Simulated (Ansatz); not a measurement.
What does this script print? It uses the Ansatz DFT code, driven from Python.

`run_energy.py`
```python
import sys

import ansatz as az

GEOMETRY = """
F     2.12780    0.37620    0.13390
C     1.22270   -0.26020   -0.69330
Si   -0.49870   -0.06700    0.00280
H    -0.55510   -0.66640    1.34450
H    -0.83470    1.36200    0.08980
H    -1.46200   -0.74450   -0.87770
"""

system = az.Crystal.molecule()
for line in GEOMETRY.strip().splitlines():
    symbol, *xyz = line.split()
    system = system.atom(symbol, [float(v) for v in xyz])

calculation = system.calculation().basis(gaussian="def2-SVP").functional("pbe").spin("collinear", total=2)
try:
    summary = calculation.run().report
except az.AnsatzError as error:
    sys.exit(f"{type(error).__name__}: {error}")

for key in ("converged", "free_energy_ev", "reference_energy_ev", "n_frozen", "n_occupied", "n_virtual"):
    print(f"{key:22s} {summary[key]}")

state = summary["mean_field"]["state"]
print(f"mean field: {state['energy']['hartree']:.7f} Ha, <S^2> = {abs(state['spin_squared']):.4f}, stability: {state.get('stability', {}).get('kind')}")
```

Output of `python run_energy.py`:
```text
converged              True
free_energy_ev         -11662.495424695164
reference_energy_ev    -11662.495424695164
n_frozen               0
n_occupied             [17, 15]
n_virtual              [44, 46]
mean field: -428.5888017 Ha, <S^2> = 2.0038, stability: minimum
```

Reading the output:
- Total energies depend on the basis set; only differences at equal settings carry meaning.
- The geometry is a force-field or estimated start, not a minimum of this method, and the basis set is short of its limit.
- The species is open-shell (spin multiplicity 3).
- Wall time of the script: 1.9 s on 1 thread of Arm Neoverse V2, with other jobs on the host, peak memory 0.16 GiB.

(Lines on the test bed's own set-up are left out of the output.)
